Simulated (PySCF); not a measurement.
# C5H8O (2-ethylacrolein): the cost of one run

Programs: PySCF 2.14.0, with density-fitted response routines of our own. Each step states its level of theory. These are calculated values for one molecule, in the gas phase or a continuum, unless marked as measured. Atoms are numbered from 0 throughout.

## (1) The starting structure

14 atoms, charge 0, multiplicity 1; geometry from: GFN2-xTB. The atoms were then displaced at random by about 0.01 Å, so the start is not that level's minimum.

Bonds of the start (Å): C0–C1 1.34, C1–C2 1.48, C2–O3 1.23, C1–C4 1.50, C4–C5 1.54, C0–H6 1.09, C0–H7 1.05, C2–H8 1.10, C4–H9 1.07, C4–H10 1.09, C5–H11 1.08, C5–H12 1.09, C5–H13 1.07.

## (2) Relaxing the molecule at PBE0-D3(BJ)/def2-SVP

What the job is given:

```
{"job": {"xc": "PBE0", "basis": "def2-SVP", "d3": "d3bj", "grid": 1, "shake": 0.01, "kind": "geom"}, "charge": 0, "multiplicity": 1}
C     -1.256170    -1.211030     0.676610
C     -0.637600    -0.357150    -0.145390
C     -1.407330     0.672810    -0.887550
O     -0.882310     1.464990    -1.661460
C      0.850750    -0.380780    -0.364520
C      1.525240     0.734650     0.459250
H     -2.334070    -1.130530     0.814450
H     -0.745510    -1.949570     1.217410
H     -2.476450     0.673790    -0.643380
H      1.055620    -0.205130    -1.402310
H      1.249090    -1.348430    -0.057270
H      1.161580     1.704830     0.163540
H      1.302490     0.606740     1.513510
H      2.587500     0.709730     0.309350
```

Run with:

```
OMP_NUM_THREADS=1 python probes_run.py task.json out
```

One launch serves the whole session: the jobs run in the order shown.

**Question.** How long does this first job take on 1 thread of Arm Neoverse N1, shared host, and how much memory does it need?

About 83 s, with a peak of 0.49 GiB.
